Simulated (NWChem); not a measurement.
SiCl4; SMILES Cl[Si](Cl)(Cl)Cl

All runs: NWChem. Structure relaxed at the PBE-D3(BJ)/def2-SVP level. Level PBE/def2-SVPD: energy and gradient; each run changes one setting, and changes count from the defaults (medium grid, exact Coulomb integrals, symmetry on).

Problem. Which setting moves the energy most, and by about how much (symmetry off; Coulomb fitting, Weigend set; tight SCF thresholds and tolerances; defaults)?

Solution. Coulomb fitting, Weigend set, by about 400 μHa.
```json
[
 {"setting": "defaults", "size of the energy change (μHa)": "< 10", "largest change of a gradient component (μHa/bohr)": "< 30", "time, defaults = 1 (rough)": "about 1"},
 {"setting": "Coulomb fitting, Weigend set", "size of the energy change (μHa)": "400", "largest change of a gradient component (μHa/bohr)": "40", "time, defaults = 1 (rough)": "0.4"},
 {"setting": "symmetry off", "size of the energy change (μHa)": "< 10", "largest change of a gradient component (μHa/bohr)": "other frame", "time, defaults = 1 (rough)": "about 1"},
 {"setting": "tight SCF thresholds and tolerances", "size of the energy change (μHa)": "< 10", "largest change of a gradient component (μHa/bohr)": "< 30", "time, defaults = 1 (rough)": "about 1"}
]
```
